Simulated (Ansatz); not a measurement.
A made-up structure of CH5SSi (charge +1), closed shell:

Si1  (-0.827, 0.953, -0.935)
C2  (0.133, 0.300, 0.339)
S3  (0.540, -1.365, 0.300)
H4  (-0.532, -2.192, 0.174)
H5  (-1.187, 2.378, -0.920)
H6  (0.499, 0.887, 1.174)
H7  (1.878, -1.402, 0.529)
H8  (0.243, -1.826, 1.542)
(Å)

It is relaxed with PBE-D4/def2-SVP and then PBE0-D4/def2-TZVP (Ansatz 0.2.0). Atoms count as bonded within 1.22 times the sum of their covalent radii (H–H: 0.88 Å). The end point is not checked to be a true minimum.

(1) Does its bonding change? (Judge from chemistry; the calculation decides.)

Answers

(1) By the calculation: Yes. Formed: Si1–H4; broken: S3–H4.

Where it ends: The first stage lowers the energy by 5.49 eV in 18 steps. It ends as CH₅SSi ([SiH2][CH][SH2]), total charge +1:
Si1  (-0.906, 0.418, -0.713)
C2  (0.272, 0.090, 0.501)
S3  (0.714, -1.539, 0.809)
H4  (-1.511, -0.697, -1.460)
H5  (-1.297, 1.806, -0.993)
H6  (0.757, 0.860, 1.089)
H7  (2.072, -1.537, 0.809)
H8  (0.645, -1.669, 2.159)
(Å)

Labels in which every atom is bracketed show which atoms are joined, not bond orders.

For scale, one of the runs: PBE0-D4/def2-TZVP relaxation, 135 basis functions, launched by `ansatz run in.yaml --threads 2 --pin off --events-out ev --progress --plain --max-ram 4352MiB`. The run took about 20 s on 2 CPU threads of an Arm Neoverse V1 (shared host).
